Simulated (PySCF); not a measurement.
**Static response to an electric field**

Compound: 2-butanone, C₄H₈O.
Cartesian coordinates in Å at the PBE0-D3(BJ)/def2-TZVP level; atoms count from 1:
```
atom  x, y, z in Å
C1    -1.9016   -0.0299   -0.2050
C2    -0.4431    0.2354   -0.5081
C3     0.4976   -0.1843    0.5977
C4     1.9689   -0.0556    0.3014
O5     0.0965   -0.6067    1.6536
H6    -2.5348    0.3017   -1.0296
H7    -2.0789   -1.0936   -0.0384
H8    -2.2101    0.4927    0.7013
H9    -0.2644    1.3026   -0.6915
H10   -0.1230   -0.2654   -1.4299
H11    2.1981    0.9137   -0.1484
H12    2.5471   -0.1950    1.2131
H13    2.2568   -0.8213   -0.4251
```

Level: CAM-B3LYP/aug-cc-pVTZ (PySCF), static field, nuclei fixed, core orbitals frozen in the response. The polarisability tensor in these axes (au):

```
x   60.95  0.38  0.25
y    0.38 45.44 -3.88
z    0.25 -3.88 53.81
```

Give the principal values, the mean and the anisotropy Δα = √{½[(α1 − α2)² + (α2 − α3)² + (α1 − α3)²]}.

Principal values 43.90, 55.33 and 60.96 au; mean 53.40 au = 7.91 Å³ = 8.80 × 10⁻⁴⁰ C²·m²/J; Δα = 15.06 au (28 % of the mean).

What is the dipole moment, and where does it point?

(0.92, 1.03, -2.65) D, 2.99 D in size, pointing from the negative to the positive side. Measured along this direction, the outermost atoms are O5 at the negative end and H10 and H11 at the positive end.

Sum over states: ᾱ = Σ f/ω², ω in Eh. What share falls to these 10 lowest TDDFT singlets (eV, f)? 4.55, 0.0000; 6.35, 0.0171; 7.20, 0.0054; 7.23, 0.0003; 7.31, 0.0106; 7.86, 0.0058; 7.95, 0.0309; 8.08, 0.0055; 8.22, 0.0025; 8.32, 0.0034.

They add up to 1.10 au, 2.1 % of the 53.40 au; the largest single term is 0.36 au, from the state at 7.95 eV. Terms in order: 0.00, 0.31, 0.08, 0.00, 0.15, 0.07, 0.36, 0.06, 0.03, 0.04 au. Higher excitations give the rest. The strengths listed sum to 0.082.

In a dilute gas of rigid molecules at 250 K, how does the orientational term μ²/3kT compare with the electronic polarisability?

In Gaussian units μ²/3kT = 86.40 Å³ against 7.91 Å³, a ratio of 10.92; the Debye molar polarisation (4π/3)N_A(α + μ²/3kT) is 237.9 cm³/mol, leaving out the vibrational part.

What depolarisation ratio follows for Rayleigh scattering of linearly polarised light, taking the static tensor?

ρ = 3Δα²/(45ᾱ² + 4Δα²) = 680.2/(128317 + 906.9) = 0.00526.

The structure is a single PBE0-D3(BJ)/def2-TZVP conformer in the gas phase; no vibrational or solvent corrections.
